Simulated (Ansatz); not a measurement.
Molecule: C2H4NO, charge 0, multiplicity 2. It need not be the lowest isomer of its formula. 
Geometry from a B3LYP-D3(BJ)/def2-TZVP (Ansatz, a quantum-chemistry and plane-wave program) optimisation:
```
C
O 1 1.2305
N 1 1.3652 2 117.80
H 3 1.0231 1 110.17 2 -34.34
C 1 1.4983 2 123.78 3 171.74
H 5 1.0875 1 110.02 2 16.97
H 5 1.0911 6 110.37 1 -121.95
H 5 1.0918 6 109.45 7 -118.08
```
Charge 0, spin multiplicity 2.

Basis-set convergence of Hartree-Fock and CCSD(T) correlation energies (hartree) with Ansatz. Correlated levels leave the core frozen unless marked. UHF or UKS for open shells. No spin-orbit coupling. No relativistic terms.

The UHF reference is spin-contaminated (<S^2> 0.13 over the pure value in the largest basis). 

| basis | functions | E(HF) | E(corr, CCSD(T)) |
|---|---|---|---|
| cc-pVDZ | 76 | -207.35708 | -0.63713 |
| cc-pVTZ | 176 | … | … |

Task: Fill in the missing entries.

Result: 
- cc-pVTZ, E(HF): -207.41609
- cc-pVTZ, E(corr, CCSD(T)): -0.78659
